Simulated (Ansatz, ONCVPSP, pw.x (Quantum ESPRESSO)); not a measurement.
pw.x on diamond Si: one setting changed

Potential: optimised norm-conserving Vanderbilt (ONCV), ONCVPSP 4.0.1.1 (patched build), LDA (Perdew-Wang 92); core [Ne], reference 3s2 3p2; waves: 3s: rc 1.80 bohr, ncon 4, nbas 8, qcut 3.7 1/bohr, 1 projector; 3p: rc 1.65 bohr, ncon 4, nbas 8, qcut 5.5 1/bohr, 1 projector; d scattering state at 0.4 Ha: rc 1.85 bohr, ncon 5, nbas 8, qcut 5.7 1/bohr, 1 projector; local part: polynomial inside 1.30 bohr (lpopt 3, dvloc0 0 Ha); core correction: Teter function, fcfact 2.7, rcfact 1.75.

The reference run (k-mesh 9³, cutoffs 100/400 Ry, Fermi–Dirac 0.01 Ry, mixing_beta 0.4, conv_thr 1e-9, no spin) gives 0.45 GPa at 19.694 Å³/atom, where all-electron LAPW gives -0.03 GPa. This run, with its own iteration cap, changes k-mesh points per axis to 1, a wrong or extreme entry chosen on purpose.

```
&control
  calculation='scf', prefix='x', pseudo_dir='./', outdir='./tmp', tstress=.true., disk_io='none'
/
&system
  ibrav=0, nat=2, ntyp=1, ecutwfc=100, ecutrho=400, nbnd=11,
  occupations='smearing', smearing='fd', degauss=0.01
/
&electrons
  conv_thr=1e-09, mixing_beta=0.4, electron_maxstep=70
/
ATOMIC_SPECIES
Si 1.0 Si.UPF
CELL_PARAMETERS angstrom
  0.00000000 2.70050288 2.70050288
  2.70050288 0.00000000 2.70050288
  2.70050288 2.70050288 0.00000000
ATOMIC_POSITIONS crystal
Si 0.0000 0.0000 0.0000
Si 0.2500 0.2500 0.2500
K_POINTS automatic
1 1 1 0 0 0
```

```bash
pw.x < Si.scf.in > Si.scf.out
```

**Question.** How does the run end?

**Answer.** It converges in 9 iterations; the free energy moves by +8.80 eV/atom and the pressure by +43.58 GPa. The result is not a property of the crystal.

```
Message from routine setup:
     using ibrav=0 with symmetry is DISCOURAGED, use correct ibrav instead
     lattice parameter (alat)  =       7.2170  a.u.
     unit-cell volume          =     265.8034 (a.u.)^3
     number of electrons       =         8.00
     number of Kohn-Sham states=           11
     kinetic-energy cutoff     =     100.0000  Ry
     charge density cutoff     =     400.0000  Ry
     scf convergence threshold =      1.0E-09
     Exchange-correlation= SLA  PW   NOGX NOGC
     number of k points=     1  Fermi-Dirac smearing, width (Ry)=  0.0100
     iteration #  1     ecut=   100.00 Ry     beta= 0.40
     total energy              =     -16.32878591 Ry
     estimated scf accuracy    <       0.33302114 Ry
     iteration #  2     ecut=   100.00 Ry     beta= 0.40
     total energy              =     -16.29481224 Ry
     estimated scf accuracy    <       0.09396538 Ry
     iteration #  3     ecut=   100.00 Ry     beta= 0.40
     total energy              =     -16.30252871 Ry
     estimated scf accuracy    <       0.00097654 Ry
     iteration #  4     ecut=   100.00 Ry     beta= 0.40
     total energy              =     -16.30277636 Ry
     estimated scf accuracy    <       0.00028721 Ry
     iteration #  5     ecut=   100.00 Ry     beta= 0.40
     total energy              =     -16.30280868 Ry
     estimated scf accuracy    <       0.00000348 Ry
     iteration #  6     ecut=   100.00 Ry     beta= 0.40
     total energy              =     -16.30280930 Ry
     estimated scf accuracy    <       0.00000049 Ry
     iteration #  7     ecut=   100.00 Ry     beta= 0.40
     total energy              =     -16.30280937 Ry
     estimated scf accuracy    <          9.3E-09 Ry
     iteration #  8     ecut=   100.00 Ry     beta= 0.40
     total energy              =     -16.30280937 Ry
     estimated scf accuracy    <          5.0E-09 Ry
     iteration #  9     ecut=   100.00 Ry     beta= 0.40
     the Fermi energy is     8.2824 ev
!    total energy              =     -16.30280937 Ry
     estimated scf accuracy    <          1.4E-10 Ry
     smearing contrib. (-TS)   =      -0.00062287 Ry
     The total energy is F=E-TS. E is the sum of the following terms:
     one-electron contribution =       6.19978143 Ry
     hartree contribution      =       1.64490544 Ry
     xc contribution           =      -7.25774781 Ry
     ewald contribution        =     -16.88912557 Ry
     convergence has been achieved in   9 iterations
          total   stress  (Ry/bohr**3)                   (kbar)     P=      440.31
     Message from routine punch:
     Nothing written, as per user request (disk_io='none')
```

The run took about 1.9 s on one core of a shared host (Neoverse-N1, 64 threads, 124 GiB, load 54).
